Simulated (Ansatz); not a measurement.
# How far each method lies from RCCSDT(Q) for CH3Cl, singlet

Geometry: MP2(full)/6-31G*, from the G2/97 set.

```xyz
5

C     0.0000    0.0000   -1.2269
Cl    0.0000    0.0000    0.5504
H     0.0000    1.0293   -1.5798
H     0.8914   -0.5147   -1.5798
H    -0.8914   -0.5147   -1.5798
```

Basis cc-pV(T+d)Z; Ansatz 0.2.0. Correlated methods freeze the noble-gas cores, which leaves 14 electrons in 105 orbitals. R marks a restricted (for open shells ROHF) determinant. Active spaces: valence = (14e, 11o) chosen from the atoms' valence shells.

Full CI isn't at hand for all of this; RCCSDT(Q) serves as the reference, and is uncertain by about the last step of the cluster series.

```
UHF ⟨S²⟩                          : 0.000
T1 diagnostic (RCCSD)             : 0.0077
largest doubles amplitude (RCCSD) : 0.040
```

```csv
level,E − E(RHF) (eV)
RMP2,-10.1564
RCCSD,-11.0039
RCCSD(T),-11.4245
```

(1) Estimate how far RCCSDT(Q) in cc-pV(T+d)Z lies from RCCSD(T). The table doesn't fix it; the size of (T) and the diagnostics are the guide.

(1) RCCSDT(Q) in cc-pV(T+d)Z lies 0.84 kcal/mol below RCCSD(T), which is 9 % of the (T) step (-9.70 kcal/mol). The diagnostics are small and one determinant leads, so the series closes fast and only a small part of (T) is left.

The other levels:

| level | E − E(RCCSDT(Q)) (kcal/mol) | share of correlation (%) | wall time |
| --- | --- | --- | --- |
| CISD | 34.25 | 87.04 | 15 s |
| BCCD(T) | 0.80 | 99.70 | 4.4 s (H100) |
| RCCSDT | 0.41 | 99.85 | – |
| CASSCF (valence space) | 209.75 | 20.64 | – |
| NEVPT2 (valence space) | 47.93 | 81.87 | 4.5 s (H100) |
| MRCISD (valence space) | 22.17 | 91.61 | – |
| MRCISD+Q (valence space) | 3.72 | 98.59 | 6.5 s (H100) |

The correlation energy at RCCSDT(Q), counted from RHF, is -11.461 eV. That run took 8 s on 5 threads of AMD EPYC 7R13 with a whole H100 80 GB, shared host.

Times hold each run's SCF and search for its determinant on a shared host, so for small cases they say little of a method's own cost; rows without a card ran on 1 thread of AMD EPYC 7R13.

Natural occupations of CASSCF (valence space) about the gap: 1.999 1.983 1.977 1.977 1.972 0.029 0.021 0.021 0.019; effectively unpaired electrons, Σ n²(2−n)², 0.02.

Atomization energy (electronic, same basis, no zero-point term; atoms at the same level, unrestricted beside the R rows where the molecule is a closed shell, with restricted open-shell steps beyond CCSDT(Q)) at RCCSDT(Q): 1613.9 kJ/mol. Errors of other levels:

```json
{"level": "RHF", "error (kJ/mol)": "-374.5"}
{"level": "RMP2", "error (kJ/mol)": "13.5"}
{"level": "CISD", "error (kJ/mol)": "-99.7"}
{"level": "RCCSD", "error (kJ/mol)": "-20.0"}
{"level": "RCCSD(T)", "error (kJ/mol)": "0.0"}
{"level": "BCCD(T)", "error (kJ/mol)": "0.4"}
{"level": "RCCSDT", "error (kJ/mol)": "-1.2"}
{"level": "CASSCF (valence space)", "error (kJ/mol)": "-168.7"}
{"level": "NEVPT2 (valence space)", "error (kJ/mol)": "-31.0"}
{"level": "MRCISD (valence space)", "error (kJ/mol)": "-49.7"}
{"level": "MRCISD+Q (valence space)", "error (kJ/mol)": "-12.8"}
```

This basis is far from its limit, so the value isn't to be set against a measured one. Truncated CI isn't size-consistent, which counts against it in atomization.
